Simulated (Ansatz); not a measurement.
**CH3FSi: structure from calculated spectroscopic constants**

These gas-phase data were calculated for one isomer of CH3FSi at B3LYP/6-31G* (harmonic, unscaled wavenumbers; equilibrium rotational constants with average atomic masses):

* rotational constants: 21.33, 7.636, 5.826 GHz
* all wavenumbers above 1500 cm⁻¹: 3117, 3080, 3015
* dipole moment: 1.63 D (PBE0/def2-TZVPD)

Candidates:

(1) `C=[SiH]F`, a singlet
(2) `C[Si]F`, a singlet

Problem. Which structure fits?

Solution. Candidate (2). No mode falls between 2000 and 2380 cm⁻¹, where the Si–H stretch of (1) would stand.

The same quantities for all candidates:

```
     rotational constants (GHz)  wavenumbers above 1500 cm⁻¹  dipole (D)  E above the lowest, B3LYP/6-31G* (kcal/mol)
(1)         34.97, 6.884, 5.752             3267, 3175, 2332        1.10                                         15.4
(2)         21.33, 7.636, 5.826             3117, 3080, 3015        1.63                                          0.0
```

Harmonic stretches to hydrogen usually lie a few per cent above observed fundamentals. Each candidate is one conformer. Programs: Ansatz 0.2.0.
